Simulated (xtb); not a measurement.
phenol (C₆H₆O), singlet, at a GFN2-xTB geometry; GFN2-xTB in xtb 6.7.1.

Here is a job for xtb.
```
$ xtb mol.xyz --gfn 2 --chrg 0 --uhf 0 --json

# file mol.xyz
13

O      2.25929320    -0.29892068    -0.28712446
C      0.92244864    -0.11050524    -0.11205138
C      0.05727731    -1.12549274    -0.50891663
C     -1.30520280    -0.96955503    -0.34668122
C     -1.81889765     0.19127970     0.20900119
C     -0.95832694     1.20012836     0.60342332
C      0.40838273     1.05388413     0.44525121
H      2.74204289     0.47491188     0.02742443
H      0.47387468    -2.02215763    -0.93948404
H     -1.97160197    -1.76074735    -0.65658382
H     -2.88462060     0.30834032     0.33369615
H     -1.34920352     2.10862118     1.03755651
H      1.08107514     1.84396194     0.75422755
```

Task: What does xtb print? Leave out banner, timings and long lists.

Result: 
```
   ID    Z sym.   atoms
    1    8 O      1
    2    6 C      2-7
    3    1 H      8-13

           -------------------------------------------------
          |                Calculation Setup                |
           -------------------------------------------------

           -------------------------------------------------
          |                 G F N 2 - x T B                 |
           -------------------------------------------------

          ...................................................
          :                      SETUP                      :
          :.................................................:
          :  # basis functions                  34          :
          :  # atomic orbitals                  34          :
          :  # shells                           20          :
          :  # electrons                        36          :
          :  max. iterations                   250          :
          :  Hamiltonian                  GFN2-xTB          :
          :  restarted?                      false          :
          :  GBSA solvation                  false          :
          :  PC potential                    false          :
          :  electronic temp.          300.0000000     K    :
          :  accuracy                    1.0000000          :
          :  -> integral cutoff          0.2500000E+02      :
          :  -> integral neglect         0.1000000E-07      :
          :  -> SCF convergence          0.1000000E-05 Eh   :
          :  -> wf. convergence          0.1000000E-03 e    :
          :  Broyden damping             0.4000000          :
          :  net charge                          0          :
          :  unpaired electrons                  0          :
          ...................................................

 iter      E             dE          RMSdq      gap      omega  full diag
   1    -20.2625005 -0.202625E+02  0.436E+00    4.25       0.0  T
   2    -20.2757116 -0.132110E-01  0.264E+00    4.32       1.0  T
   3    -20.2714122  0.429931E-02  0.110E+00    4.29       1.0  T
   4    -20.2784198 -0.700756E-02  0.239E-01    4.35       1.0  T
   5    -20.2786047 -0.184947E-03  0.726E-02    4.37       1.0  T
   6    -20.2786240 -0.192691E-04  0.369E-02    4.35       1.0  T
   7    -20.2786269 -0.284157E-05  0.107E-02    4.35       2.6  T
   8    -20.2786269 -0.541069E-07  0.411E-03    4.35       6.7  T
   9    -20.2786271 -0.162657E-06  0.160E-03    4.35      17.3  T
  10    -20.2786271 -0.484372E-08  0.398E-04    4.35      69.6  T
  11    -20.2786271 -0.848402E-09  0.155E-04    4.35     178.5  T

   *** convergence criteria satisfied after 11 iterations ***

         :::::::::::::::::::::::::::::::::::::::::::::::::::::
         ::                     SUMMARY                     ::
         :::::::::::::::::::::::::::::::::::::::::::::::::::::
         :: total energy             -19.954146329230 Eh    ::
         :: gradient norm              0.000026773683 Eh/a0 ::
         :: HOMO-LUMO gap              4.352184554809 eV    ::
         ::.................................................::
         :: SCC energy               -20.278616395274 Eh    ::
         :: -> isotropic ES            0.021166592901 Eh    ::
         :: -> anisotropic ES          0.003328352910 Eh    ::
         :: -> anisotropic XC          0.008630389826 Eh    ::
         :: -> dispersion             -0.009085902599 Eh    ::
         :: repulsion energy           0.324470066044 Eh    ::
         :: add. restraining           0.000000000000 Eh    ::
         :: total charge               0.000000000000 e     ::
         :::::::::::::::::::::::::::::::::::::::::::::::::::::

           -------------------------------------------------
          |                Property Printout                |
           -------------------------------------------------

    * Orbital Energies and Occupations

         #    Occupation            Energy/Eh            Energy/eV
      -------------------------------------------------------------
         1        2.0000           -0.7098722             -19.3166
       ...           ...                  ...                  ...
         6        2.0000           -0.5797160             -15.7749
         7        2.0000           -0.5530726             -15.0499
         8        2.0000           -0.5340614             -14.5326
         9        2.0000           -0.5221509             -14.2084
        10        2.0000           -0.5125486             -13.9472
        11        2.0000           -0.4873727             -13.2621
        12        2.0000           -0.4799525             -13.0602
        13        2.0000           -0.4757673             -12.9463
        14        2.0000           -0.4600555             -12.5187
        15        2.0000           -0.4355620             -11.8522
        16        2.0000           -0.4223489             -11.4927
        17        2.0000           -0.4049092             -11.0181
        18        2.0000           -0.3832087             -10.4276 (HOMO)
        19                         -0.2232688              -6.0755 (LUMO)
        20                         -0.2129686              -5.7952
        21                         -0.0878465              -2.3904
        22                          0.0707997               1.9266
        23                          0.1156517               3.1470
        24                          0.1494465               4.0666
        25                          0.1631007               4.4382
        26                          0.1917952               5.2190
        27                          0.1963336               5.3425
        28                          0.2126084               5.7854
        29                          0.3998993              10.8818
       ...                                ...                  ...
        34                          0.6710152              18.2593
      -------------------------------------------------------------
                  HL-Gap            0.1599398 Eh            4.3522 eV
             Fermi-level           -0.3032387 Eh           -8.2515 eV

     #   Z          covCN         q      C6AA      α(0)
     1   8 O        1.660    -0.394    20.727     6.146
     2   6 C        2.847     0.146    24.820     8.165
     3   6 C        2.919    -0.053    29.317     8.879
     4   6 C        2.921    -0.029    28.735     8.791
     5   6 C        2.919    -0.042    29.035     8.836
     6   6 C        2.921    -0.030    28.746     8.792
     7   6 C        2.919    -0.070    29.737     8.942
     8   1 H        0.805     0.298     0.727     1.339
     9   1 H        0.926     0.049     2.336     2.390
    10   1 H        0.926     0.036     2.504     2.475
    11   1 H        0.926     0.032     2.558     2.501
    12   1 H        0.926     0.033     2.550     2.497
    13   1 H        0.925     0.024     2.668     2.554

 Mol. C6AA /au·bohr⁶  :       2046.284276
 Mol. C8AA /au·bohr⁸  :      49548.325795
 Mol. α(0) /au        :         72.308568

Wiberg/Mayer (AO) data.
largest (>0.10) Wiberg bond orders for each atom

 ---------------------------------------------------------------------------
     #   Z sym  total        # sym  WBO       # sym  WBO       # sym  WBO
 ---------------------------------------------------------------------------
     1   8 O    2.119 --     2 C    1.070     8 H    0.890
     2   6 C    3.938 --     7 C    1.377     3 C    1.364     1 O    1.070
     3   6 C    3.989 --     4 C    1.459     2 C    1.364     9 H    0.969
                             6 C    0.110
     4   6 C    3.992 --     3 C    1.459     5 C    1.428    10 H    0.971
                             7 C    0.106
     5   6 C    3.992 --     6 C    1.441     4 C    1.428    11 H    0.972
     6   6 C    3.992 --     7 C    1.444     5 C    1.441    12 H    0.971
                             3 C    0.110
     7   6 C    3.988 --     6 C    1.444     2 C    1.377    13 H    0.967
                             4 C    0.106
     8   1 H    0.911 --     1 O    0.890
     9   1 H    0.998 --     3 C    0.969
    10   1 H    0.999 --     4 C    0.971
    11   1 H    0.999 --     5 C    0.972
    12   1 H    0.999 --     6 C    0.971
    13   1 H    0.999 --     7 C    0.967
 ---------------------------------------------------------------------------

Topologies differ in total number of bonds
Writing topology from bond orders to xtbtopo.mol

molecular dipole:
                 x           y           z       tot (Debye)
 q only:        0.030       0.332       0.147
   full:        0.092       0.539       0.236       1.513
molecular quadrupole (traceless):
                xx          xy          yy          xz          yz          zz
 q only:        1.551       3.371       0.085       1.284       0.632      -1.636
  q+dip:        2.628       5.051       1.497       1.736       2.665      -4.125
   full:        1.860       4.976       0.661       1.906       1.294      -2.521

           -------------------------------------------------
          | TOTAL ENERGY              -19.954146329230 Eh   |
          | GRADIENT NORM               0.000026773683 Eh/α |
          | HOMO-LUMO GAP               4.352184554809 eV   |
           -------------------------------------------------

normal termination of xtb
```
